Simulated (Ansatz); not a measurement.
Relaxed structures of CH₆Si₂, closed shell (PBE0-D4/def2-TZVP; forces vanish, vibrations not checked; lower isomers may exist, and structures with a doubtful reference or unclear bonds are left out; Å). Computed with Ansatz 0.2.0 (basis: def2-TZVPP); correlated methods freeze the cores.

(1) Rank them by CCSD(T) energy, lowest first, and give each one's height above the lowest. Links in brackets join atoms within 1.22 times the sum of their covalent radii (1.1 for two metals). (To be estimated.)
A.
CH₆Si₂ ([CH3][SiH2][SiH])
```
9
angstrom
C -0.8882 -0.3126 -0.6528
Si 1.3867 0.7783 -0.3143
Si 0.1598 -0.7212 0.9081
H -1.8529 0.1011 -0.3590
H -0.4513 0.4555 -1.3425
H 0.5463 1.8557 0.3640
H -1.0115 -1.1953 -1.2797
H 0.4838 -2.1712 0.9111
H -0.6148 -0.3874 2.1306
```
B.
CH₆Si₂ ([SiH2][CH][SiH3])
```
9
angstrom
C -0.4371 0.2974 -0.0026
Si 1.0970 1.1996 -0.4639
Si -0.4616 -0.9571 1.1461
H -1.3725 0.5747 -0.4830
H 2.2405 0.6518 0.3170
H 0.9910 2.6587 -0.1795
H 1.4097 1.0601 -1.9143
H 0.7616 -1.3997 1.8479
H -1.6829 -1.6985 1.5345
```
C.
CH₆Si₂ ([CH2]1[SiH2][SiH2]1)
```
9
angstrom
C -0.7372 0.0377 -0.6575
Si 0.8877 0.8653 -0.1335
Si -0.0819 -0.9068 0.8518
H -1.6512 0.6123 -0.5235
H -0.7382 -0.4904 -1.6087
H 0.7749 2.2310 0.4302
H 2.0297 0.7148 -1.0655
H 0.3849 -2.2915 0.6063
H -0.8687 -0.7725 2.1002
```

T1 diagnostic: at most 0.015. The restricted Hartree–Fock reference is unstable towards an unrestricted one at one or more of these structures.

## Answers

(1) By the calculation: C (0.000 eV), B (0.241 eV), A (0.697 eV). Heights count from the lowest.

For scale, one of the runs: CCSD(T)/def2-TZVPP, 199 basis functions, launched by `ansatz run in.yaml --threads 2 --pin off --events-out ev --progress --plain --max-ram 4352MiB`. The run took 43 s on 2 CPU threads of an Arm Neoverse V1 (shared host), with 2.2 GiB of host memory at its peak.
